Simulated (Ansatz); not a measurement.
# One elementary step

Start structure (CH$_{5}$AlO, closed shell), relaxed at PBE0-D4/def2-TZVP:

```csv
atom,x (Å),y (Å),z (Å)
Al1,-1.4545,-0.6194,-0.0348
O2,-0.2259,0.4940,-0.3419
C3,1.1313,0.5577,-0.0162
H4,1.3351,1.4581,0.5727
H5,-2.8780,-0.2653,-0.6136
H6,-1.1101,-1.9238,0.7981
H7,1.4672,-0.3115,0.5642
H8,1.7349,0.6103,-0.9283
```

The step: CH₅AlO ([CH3][O][AlH2]) → CH₂O ([CH2][O]) + AlH₃ (still joined by a long Al–O bond); bonds formed: Al1–H4; bonds broken: C3–H4; bonds weakened to dative contacts: Al1–O2. Program: Ansatz 0.2.0. Basis: def2-TZVPP and def2-QZVPP. Cores are frozen in the correlated methods. Extrapolation: Hartree–Fock as exp(−7.88 √X), correlation as X^−2.97. Energies below are by CCSD(T) at an estimated basis limit (MP2 extrapolated from triple and quadruple zeta, plus CCSD(T) − MP2 in triple zeta).

(1) What are the electronic barrier and the energy of the step, from the start structure to the end structure? (Judge from chemistry; the value comes from the calculation.)

No T1 diagnostic of these runs exceeds 0.019.

## Answers

(1) By the calculation: Barrier 49.14 kcal/mol; step energy 38.39 kcal/mol (uphill); reverse barrier, their difference, 10.74 kcal/mol. Barrier and step energy count from the start structure, the reverse barrier from the end structure.

The saddle point: One imaginary mode of 356i cm⁻¹.
```json
{"pair": "Al1–H4", "start (Å)": "3.53", "saddle (Å)": "1.64", "end (Å)": "1.61"}
{"pair": "Al1–O2", "start (Å)": "1.69", "saddle (Å)": "2.02", "end (Å)": "2.01"}
{"pair": "C3–H4", "start (Å)": "1.09", "saddle (Å)": "2.30", "end (Å)": "2.87"}
```

Zero-point energy (harmonic, PBE0-D4): ZPE is 34.65 kcal/mol at the start and 30.81 kcal/mol at the saddle, so the barrier goes from 49.14 to 45.30 kcal/mol.

First-order rate constant out of the start structure at 298 K by transition-state theory, with harmonic vibrational free energies alone and no tunnelling: ΔA‡ = 45.84 kcal/mol, so k = (kB T/h) exp(−ΔA‡/kB T) ≈ 10^-21 s⁻¹ (an order of magnitude at best: rotation, the number of equivalent paths and anharmonicity are left out).

Such eliminations are a main way in which metal alkyl precursors decompose in metal-organic vapour deposition.

Labels in which every atom is bracketed show which atoms are joined, not bond orders.

For scale, one of the runs: CCSD(T)/def2-TZVPP, 174 basis functions, launched by `ansatz run in.yaml --threads 2 --pin off --events-out ev --progress --plain --max-ram 4352MiB`. The run took 21 s on 2 CPU threads of an Intel Xeon Platinum 8259CL (shared host), with 1.5 GiB of host memory at its peak.
